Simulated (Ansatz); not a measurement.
Bulk modulus B0 (GPa) of solids drawn from the class of elemental solids other than molecular ones, at two levels: LDA (PAW; Ansatz, a first-principles code), and PBEsol (Ansatz, PAW).

```tsv
solid	LDA	PBEsol
hcp Ru	366	346
hcp Re	405	391
hcp Zr	102	98.3
fcc Au	194	?
hcp Ti	127	119
fcc Pd	227	204
```

Question: Estimate the withheld PBEsol value from the other rows.

Answer: One way: carry over the typical ratio. The ratios PBEsol / LDA of the other rows, in order: 0.899, 0.937, 0.945, 0.964, 0.965; median 0.945. fcc Au: 194 × 0.945 = 183 GPa; the run gives 174 GPa. The ratios spread from 0.899 to 0.965, so such an estimate is rough. fcc Au lies outside that spread.

Over all 6 rows PBEsol is the larger in 0.

Ansatz's runs of these crystals have no spin polarisation.

Spin–orbit coupling is left out, also for the solids with elements from indium on (hcp Re, fcc Au); its size isn't shown.

Each level is taken at its own relaxed cell. Ansatz's density-functional and Hartree–Fock values are scalar-relativistic unless marked +SOC, with PAW data made under PBE.
